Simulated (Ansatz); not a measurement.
Basis sets compared for SiFH3 (SiH₃F). The state is a singlet with charge 0. Geometry PBE0-D4/def2-TZVP. Ansatz on 4 threads of Intel Xeon on a shared host; times are rough, and most runs start from earlier orbitals.

```xyz
5

Si   -0.0212    0.0318   -0.0130
F     0.8182   -1.2296    0.5008
H     0.4284    1.2277    0.7376
H    -1.4578   -0.2310    0.2376
H     0.2324    0.2010   -1.4631
```

Binding counts from free atoms (Si triplet, F doublet, H doublet) in the same basis, without a counterpoise term.

| level | functions | energy (Eh) | HOMO (eV) | LUMO (eV) | binding per atom (eV) | wall time |
| --- | --- | --- | --- | --- | --- | --- |
| PBE-D4/def2-SVP | 47 | -390.7485 | -8.14 | -0.48 | 3.20 | 0.93 s |
| PBE0-D4/def2-SVP | 47 | -390.7831 | -9.69 | 0.43 | 3.16 | 1.4 s |

Problem. Estimate the rows for PBE-D4/def2-TZVP, PBE0-D4/def2-TZVP.

Solution. 
```json
{"level": "PBE-D4/def2-TZVP", "functions": "86", "energy (Eh)": "-390.9870", "HOMO (eV)": "-8.30", "LUMO (eV)": "-1.01", "binding per atom (eV)": "3.24", "wall time": "1.4 s"}
{"level": "PBE0-D4/def2-TZVP", "functions": "86", "energy (Eh)": "-391.0197", "HOMO (eV)": "-9.77", "LUMO (eV)": "-0.12", "binding per atom (eV)": "3.22", "wall time": "1.9 s"}
```
